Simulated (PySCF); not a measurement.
# H2O2 (Hydrogen peroxide): the cost of one run

The runs use PySCF 2.14.0, with density-fitted response routines of our own; the level of theory stands in each step. All values are computed, except where a source is named. Atoms are numbered from 0 throughout.

## Step 1: The molecule as given

4 atoms, charge 0, multiplicity 1; geometry from: GFN2-xTB. The atoms were then displaced at random by about 0.01 Å, so the start is not that level's minimum.

Bonds of the start (Å): O0–O1 1.45, O0–H2 0.95, O1–H3 0.94.

## Step 2: Geometry optimisation at PBE0-D3(BJ)/def2-SVP

What the job is given:

```
{"job": {"xc": "PBE0", "basis": "def2-SVP", "d3": "d3bj", "grid": 1, "shake": 0.01, "kind": "geom"}, "charge": 0, "multiplicity": 1}
O      0.598280    -0.046240     0.414460
O     -0.578710     0.019160    -0.424130
H      1.275600     0.017030    -0.243030
H     -1.257180    -0.015320     0.219690
```

Started as:

```bash
$ OMP_NUM_THREADS=1 python probes_run.py task.json out
```

One launch serves the whole session: the jobs run in the order shown.

Q: Estimate the wall time and peak memory of this first job on 1 thread of Arm Neoverse V2, shared host.

About 1.9 s, with a peak of 0.25 GiB.
